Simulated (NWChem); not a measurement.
CH3, doublet; SMILES [CH3]

```xyz
4

C      0.0000     0.0000     0.0000
H     -0.7709    -0.7709     0.0000
H     -0.2822     1.0531     0.0000
H      1.0531    -0.2822     0.0000
```
Atoms are numbered in this order, from 1.

Program: NWChem. Spin-unrestricted. In the optimisation the excess spin sits in a2" (D3h, its own frame). Coordinates come from a PBE0/def2-SVP, spin-unrestricted optimisation. No stability test was run on the SCF state. Fermi-contact couplings, non-relativistic, static geometry.

```
level          A(iso) 13C atom 1 (MHz)  A(iso) 1H atom 4 (MHz)   <S²>
-------------  -----------------------  ----------------------  -----
PBE/pcJ-1                         81.5                   -66.0  0.753
B3LYP/pcJ-1                       94.0                   -66.8  0.753
PBE0/IGLO-III                     82.9                   -65.5  0.755
PBE/IGLO-III                      67.7                   -57.1  0.754
```
